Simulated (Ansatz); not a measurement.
A run on `C=C1NCO1` with other settings.

```yaml
crystal:
  periodic: [false, false, false]
  atoms:
    - {symbol: C, position_ang: [-1.725392, -0.061816, -0.543633]}
    - {symbol: C, position_ang: [-0.498935, 0.067820, -0.064824]}
    - {symbol: N, position_ang: [0.485400, -0.799727, 0.441052]}
    - {symbol: C, position_ang: [1.362490, 0.364421, 0.472950]}
    - {symbol: O, position_ang: [0.257466, 1.202904, 0.112611]}
    - {symbol: H, position_ang: [-2.269578, 0.807962, -0.880226]}
    - {symbol: H, position_ang: [-2.189278, -1.036047, -0.586099]}
    - {symbol: H, position_ang: [0.748722, -1.594061, -0.123504]}
    - {symbol: H, position_ang: [1.759126, 0.615129, 1.459993]}
    - {symbol: H, position_ang: [2.153178, 0.382216, -0.285423]}
basis:
  gaussian: {orbitals: def2-mTZVP, final_grid: {core_spheres: 8, valence_spheres: 7, degree: 23}}
total_charge: 1
magnetization: {spin_polarized: true, initial_magnetization: 1}
hamiltonian: {xc: {name: HF}}
correlation: {method: mp2, electrons: all}
scf: {lower_state_search: full}
output: {forces: true}
```

```sh
$ ansatz run in.yaml --threads 2 --pin off --events-out ev --progress --plain --max-ram 4352MiB
```

Output, abridged:

```
Functional definition: HF
1073 factors; integrals over basis functions are off by at most 1.1e-3 eV
mean field evaluation 1: about -6676.7394 eV, gradient 3.2e1 eV
mean field evaluation 2: about -6676.8897 eV, gradient 3.2e1 eV
mean field evaluation 4: about -6681.8111 eV, gradient 4.3e0 eV
mean field evaluation 8: about -6681.9914 eV, gradient 8.5e-1 eV
mean field evaluation 16: about -6682.0146 eV, gradient 1.8e-6 eV
mean field -6682.01462363 eV, -245.5595081864 hartree, gradient 1.9e-6 eV, S^2 0.773089; 3 other end points of the search recorded, 0 dependent functions left out
reference -6682.01462363 eV, -245.5595081864 hartree; 19, 18 occupied and 96, 97 virtual orbitals, 1073 factors
second order -22.13412469 eV of doubles, -0.00000000 eV of singles
Total energy: -6704.14874833 eV, -246.3729222658 hartree
Atom 0 at    -1.725392    -0.061816    -0.543633 Å, force    -3.037914    -0.294341    -1.092602 eV/Å
Atom 1 at    -0.498935     0.067820    -0.064824 Å, force     5.557986     0.409376     2.347428 eV/Å
Atom 2 at     0.485400    -0.799727     0.441052 Å, force    -1.337727     1.192318    -1.578883 eV/Å
Atom 3 at     1.362490     0.364421     0.472950 Å, force     0.920251     0.064640     0.679020 eV/Å
Atom 4 at     0.257466     1.202904     0.112611 Å, force    -1.581119    -0.295262    -0.433127 eV/Å
Atom 5 at    -2.269578     0.807962    -0.880226 Å, force    -0.024779     0.012008    -0.034659 eV/Å
Atom 6 at    -2.189278    -1.036047    -0.586099 Å, force    -0.056427     0.010627    -0.003434 eV/Å
Atom 7 at     0.748722    -1.594061    -0.123504 Å, force     0.002943    -1.009178     0.210314 eV/Å
Atom 8 at     1.759126     0.615129     1.459993 Å, force    -0.172022     0.004687    -0.093485 eV/Å
Atom 9 at     2.153178     0.382216    -0.285423 Å, force    -0.271192    -0.094875    -0.000572 eV/Å
Dipole moment:     0.017460    -0.459261    -0.253861 e Å
```

It took 6.5 s on 2 threads of an Arm Neoverse V2 on a shared host, with 0.43 GiB of host memory at the peak.
